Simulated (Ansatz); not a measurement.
# singlet BN: levels of theory in one basis

```xyz
2

B     0.0000    0.0000    0.0000
N     0.0000    0.0000    1.2103
```

Basis set: def2-SVP (spherical functions). Left uncorrelated: 2 orbitals. Charge 0, multiplicity 1.

Computed with Ansatz (development build ahead of 0.2.0); each method stands on the lowest determinant of its kind that the runs found.

```csv
method,E − E(RHF) (eV),<S²> of the determinant
RHF,0.00,0.00
UHF,-2.48,1.09
RHF-CCSD(T),-8.49,–
RHF-CCSDT(Q),-8.46,–
```

(1) What does RHF-MP2 give on the same scale?

(2) Is a single determinant a sound starting point here?

Answers

(1) -7.29 eV.

(2) It is doubtful. Unrestricted orbitals lower Hartree–Fock by 2.48 eV and <S²> is 1.09 where a pure state has 0.00, a sign of strong static correlation.

Caution for RHF, RHF-MP2, RHF-CCSD(T), RHF-CCSDT(Q): an unrestricted determinant lies well below. Caution for UHF: the unrestricted determinant is a mixture of spin states. Caution for RHF-CCSD(T): the program doubts this total.
